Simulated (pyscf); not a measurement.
This saddle point was located with ωB97X-D3(BJ)/def2-SVP in PySCF.

```xyz
8

O     -2.0409     0.0854     0.9253
W     -0.4814     0.0499     0.0417
O      0.3020     1.4941     0.3909
F     -1.0932     0.2007    -1.7029
F      0.8471    -1.1944    -0.3983
O     -0.3703    -1.0244     1.8359
H     -1.4957    -0.5241     1.8250
H      0.3501    -1.1380     2.4661
```

Surface: singlet, charge 0. Lowest wavenumbers (cm⁻¹): 1561i, 72, 208, 218, 231.

Name the species on either side of this saddle.

O=W(=O)(F)–F + H₂O <-> O=W(OH)(OH)(F)–F, an addition across a multiple bond or ene-type step read from left to right: H–O broken and H–O, O–W formed. At ωB97M-D3(BJ)/def2-TZVP it lies +8.2 kcal/mol from the left side and +26.9 kcal/mol from the right (each side as separated species at their lowest minima found). On the reactant side the descent ends in an adduct with a O–W contact (not fully relaxed), 17.4 kcal/mol under the separated species and 23.7 kcal/mol under the saddle at ωB97X-D3(BJ)/def2-TZVP. What is counted as formed (O–W) is already present as a longer contact in the reactant adduct; forming that adduct is a step of its own. This is the saddle that the search found; another between the same sides may lie lower. Elements past Kr carry the def2 core potentials, without spin-orbit coupling.
